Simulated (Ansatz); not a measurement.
# AlNH₂ (triplet): from Hartree-Fock to the top rungs, cc-pVDZ

How much of the correlation energy of AlNH₂ (triplet) does each wave-function method recover here?

Method: cc-pVDZ, core rule «outside noble gas», up to 6 orbitals frozen; program: Ansatz 0.2.0, Gaussian basis.

Plan: UHF; CCSD(T) on ROHF; CCSD(T) on UHF; BCCD(T) on ROHF; CISD; CCSDT(Q) on ROHF; CCSDT(Q) on UHF; CCSDTQ on ROHF.

7 further runs of the same task are left out: 4 for a known fault of the program, 3 set aside as unsound or not needed.

## Step 1: The geometry

The geometry is a PBE0/def2-TZVP stationary point (not a proven minimum) of the parent state, kept for this charge and spin.

4 atoms, charge 0, spin multiplicity 3.

Atoms are counted from 1 here; the program's logs count them from 0.

Bond lengths: Al1–N2 1.614 Å, Al1–H3 1.559 Å, N2–H4 0.997 Å. Angles: N2–Al1–H3 173.6°, Al1–N2–H4 169.2°.

Coordinates:

```xyz
4

Al    0.0000   -0.0211    0.6643
N     0.0000    0.0382   -0.9486
H     0.0000    0.0963    2.2187
H     0.0000   -0.1134   -1.9344
```

## Step 2: UHF

The input, in.yaml:

```yaml
crystal:
  periodic: [false, false, false]
  atoms:
    - {symbol: Al, position_ang: [0.000000, -0.021076, 0.664322]}
    - {symbol: N, position_ang: [0.000000, 0.038158, -0.948564]}
    - {symbol: H, position_ang: [0.000000, 0.096278, 2.218682]}
    - {symbol: H, position_ang: [0.000000, -0.113360, -1.934441]}
basis:
  gaussian: {orbitals: cc-pVDZ}
magnetization: {spin_polarized: true, initial_magnetization: 2}
hamiltonian: {xc: hf}
output: {orbitals: {seedname: orbitals}}
```

The run is started by

```sh
> ansatz run in.yaml --threads 1 --pin off --events-out ev --progress --plain --max-ram 4096MiB --backend cpu
```

Further steps of the session: CCSD(T) on ROHF; CCSD(T) on UHF; BCCD(T) on ROHF; CISD; CCSDT(Q) on ROHF; CCSDT(Q) on UHF; CCSDTQ on ROHF.

Q: Predict the results of all the runs planned. Wanted: RCCSDTQ below the RHF energy; RMP2 from RCCSDTQ; UMP2 from RCCSDTQ; RCCSD from RCCSDTQ; RCCSD(T) from RCCSDTQ; UCCSD(T) from RCCSDTQ; RCCSDT(Q) from RCCSDTQ; UCCSDT(Q) from RCCSDTQ; T1 diagnostic.

As calculated:

```
                         quantity                                 value
     RCCSDTQ below the RHF energy                            -6.0231 eV
                RMP2 from RCCSDTQ                          +93.9 kJ/mol
                UMP2 from RCCSDTQ                          +93.7 kJ/mol
               RCCSD from RCCSDTQ                          +20.6 kJ/mol
            RCCSD(T) from RCCSDTQ                           +7.8 kJ/mol
            UCCSD(T) from RCCSDTQ                           +7.8 kJ/mol
           RCCSDT(Q) from RCCSDTQ                           +0.3 kJ/mol
           UCCSDT(Q) from RCCSDTQ                           +0.3 kJ/mol
levels within 1 kcal/mol (43 meV)  RCCSDT, UCCSDT, RCCSDT(Q), UCCSDT(Q)
                    T1 diagnostic                                 0.029
```

RCCSD(T) misses by +7.8 kJ/mol, 1.3 % of the correlation energy. These misses are within one basis, not against nature; the frozen cores of restricted and unrestricted runs differ, which can shift their rows.
